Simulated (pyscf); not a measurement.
Structures and frequencies: ωB97X-D3(BJ)/def2-SVP in PySCF.

**Question.** What is the homolytic dissociation enthalpy (298 K, ωB97M-D3(BJ)/def2-TZVP) of the C–O bond of H₃C–C(CH₃)(CH₃)–O–Mg–OH, to H₃C–C•(CH₃)–CH₃ + •O–Mg–OH?

**Answer.** C–O to H₃C–C•(CH₃)–CH₃ + •O–Mg–OH: 406.4 kJ/mol. The 7 functionals that were run give +383.6 (r²SCAN) to +419.4 kJ/mol (M06-2X). The radicals are drawn with the spin at the cut bond; how far it spreads was not checked. Other isomers of H₃C–C•(CH₃)–CH₃, •O–Mg–OH were not searched in full and may lie lower. The term symbol of open-shell •O–Mg–OH was not checked; spin-orbit terms are left out.
